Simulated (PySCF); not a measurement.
# Name the molecule from its bond curve

A diatomic of charge +1 contains Li. Its doublet curve at UHF-SCS-MP2 in a double-zeta basis (no relativity, PySCF), in eV from the separated fragments:

R (Å), E (eV) and a bar:
```
    1.804     -0.273 ##############################
    1.888     -0.345 #############
    1.972     -0.384 #####
    2.035     -0.399 #
    2.098     -0.404 
    2.161     -0.403 
    2.245     -0.395 ##
    2.350     -0.376 ######
    2.476     -0.348 #############
    2.643     -0.307 ######################
```

The fit gives ωe = 282 cm⁻¹ and the rotational constant Bₑ = 0.7346 cm⁻¹.

Q: Which atom is the partner?

A: The minimum lies at 2.116 Å, so the reduced mass is 16.8576 u Å² cm⁻¹/(Bₑ·Re²) = 5.125 u. With Li at 7.02 u the partner weighs about 19.0 u: F. The molecule is LiF⁺.

Correlated steps freeze 1 core orbital. The state was picked by a PBE0 search and need not be the measured ground state.
